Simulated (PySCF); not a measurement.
Frontier levels across methods

Compound: dimethylformamide, C₃H₇NO.
SMILES with atom numbers: `[CH3:1][N:2]([CH3:3])[CH:4]=[O:5]` (hydrogens: H6, H7, H8 on C1; H9, H10, H11 on C3; H12 on C4)

Geometry (PBE0-D3(BJ)/def2-SVP, Å), atoms numbered from 1 in this order:
```xyz
12
C3H7NO angstrom
C      1.335    0.049    0.321
N     -0.052    0.128   -0.040
C     -0.839   -1.077    0.011
C     -0.631    1.299   -0.421
O     -1.789    1.443   -0.736
H      1.793    1.046    0.248
H      1.462   -0.312    1.357
H      1.889   -0.635   -0.346
H     -1.866   -0.821   -0.280
H     -0.444   -1.840   -0.681
H     -0.844   -1.503    1.029
H      0.103    2.142   -0.411
```

Basis pcSseg-2 throughout (PySCF), one geometry. Isolated species at its PBE0-D3(BJ)/def2-SVP geometry, gas phase.

Task: How do the orbital energies, the gap and the dipole change with the method?

Result: 
```json
{"method": "B97-2", "kind": "global hybrid", "HOMO (eV)": "-6.92", "LUMO (eV)": "0.40", "gap (eV)": "7.32", "μ (D)": "3.98", "SCF cycles": "13"}
{"method": "B3LYP", "kind": "global hybrid", "HOMO (eV)": "-6.97", "LUMO (eV)": "0.05", "gap (eV)": "7.02", "μ (D)": "4.01", "SCF cycles": "15"}
{"method": "BHandHLYP", "kind": "global hybrid", "HOMO (eV)": "-8.37", "LUMO (eV)": "0.82", "gap (eV)": "9.19", "μ (D)": "4.12", "SCF cycles": "13"}
{"method": "CAM-B3LYP", "kind": "range-separated hybrid", "HOMO (eV)": "-8.51", "LUMO (eV)": "0.99", "gap (eV)": "9.51", "μ (D)": "4.08", "SCF cycles": "14"}
{"method": "wB97X-D", "kind": "range-separated hybrid", "HOMO (eV)": "-8.99", "LUMO (eV)": "2.04", "gap (eV)": "11.03", "μ (D)": "4.05", "SCF cycles": "14"}
{"method": "LC-wPBE", "kind": "range-separated hybrid", "HOMO (eV)": "-9.80", "LUMO (eV)": "2.13", "gap (eV)": "11.93", "μ (D)": "4.08", "SCF cycles": "15"}
```

The HOMO spans 2.88 eV, from B97-2 down to LC-wPBE, and the gap runs from 7.02 eV (B3LYP) to 11.93 eV (LC-wPBE). Over the methods B97-2 (21 %), B3LYP (20 %), BHandHLYP (50 %), a straight line through the gap against the share of exact exchange rises by 0.69 eV for each 10 % (correlation coefficient 0.995). The dipole ranges from 3.98 D (B97-2) to 4.12 D (BHandHLYP). This basis has no diffuse functions.
